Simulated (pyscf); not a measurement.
## Rearrangement: `[CH2]=[CH][C]#[N]` -> `[NH]=[C]1[CH]=[CH]1`

Gas phase, singlet surface, charge 0. Bonds broken: C1–H5. Bonds formed: C1–C3, N4–H5. Structures and frequencies: ωB97X-D3(BJ)/def2-SVP in PySCF. MP2 and CC: frozen core, UHF for open shells. ΔMP2 is the change of the MP2 total energy from the triple- to the quadruple-zeta basis.

Transition state (Å):

```xyz
7

C     -0.2472     0.9100    -0.2941
C     -0.1975    -0.3277     0.3208
C     -1.3580    -0.8874    -0.2489
N     -2.3225    -0.8745    -0.9458
H     -1.8433     0.2193    -1.1155
H      0.6004     1.5566     0.0104
H      0.4779    -0.8126     1.0307
```

One imaginary mode, 1403i cm⁻¹; descent along it reached the two sides named.

```tsv
bond	change	reactant side (Å)	saddle	product side
C1–H5	breaks	1.094	1.923	3.0
C1–C3	forms	2.438	2.113	1.441
N4–H5	forms	3.5	1.206	1.024
```

Electronic energies relative to the reactant's lowest minimum found (kJ/mol):

```
level                             barrier  reaction energy  reverse barrier
--------------------------------  -------  ---------------  ---------------
ωB97X-D3(BJ)/def2-TZVP              464.4           +187.7            276.7
PBE/def2-TZVP                       434.8           +174.9            259.9
r²SCAN/def2-TZVP                    446.2           +181.3            264.9
B3LYP-D3(BJ)/def2-TZVP              462.7           +200.3            262.4
PBE0-D3(BJ)/def2-TZVP               449.9           +173.3            276.6
M06-2X/def2-TZVP                    460.8           +182.4            278.5
ωB97M-D3(BJ)/def2-TZVP              456.3           +195.2            261.0
HF/def2-TZVP                        498.9           +218.7            280.1
MP2/def2-QZVPP                      480.9           +206.4            274.6
CCSD/def2-TZVPP                     484.3           +214.5            269.9
CCSD(T)/def2-TZVPP                  472.4           +213.4            259.0
CCSD(T)/def2-TZVPP + ΔMP2(QZVPP)    470.1           +208.6            261.5
```

With CCSD(T)/def2-TZVPP + ΔMP2(QZVPP) energies and thermal terms (ideal gas, 1 atm, RRHO with modes under 100 cm⁻¹ raised to 100, one conformer, R ln 2 for rigid chiral ones), in kJ/mol:

```
T (K)    ΔH‡    ΔG‡      ΔH      ΔG
-----  -----  -----  ------  ------
298    448.4  450.0  +207.0  +209.4
600    448.5  451.6  +206.8  +212.1
900    448.5  453.1  +207.3  +214.7
1200   448.2  454.7  +207.7  +217.1
```

This is the saddle that the search found; another between the same sides may lie lower. The CCSD(T) − MP2 part came from Ansatz, without density fitting, on the same reference.
